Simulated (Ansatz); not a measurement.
We consider black phosphorus, described by r²SCAN (Ansatz, a program for electronic structure, plane waves, PAW).

Q: What does this level give for the interlayer binding energy, layer repeat distance and gap between the layers?

A: 
interlayer binding energy: 9.3 meV/Å²
layer repeat distance: 5.511 Å
gap between the layers: 3.408 Å

Note: the cell comes from a level without a dispersion term, which matters for the spacing of layers, chains or molecules.
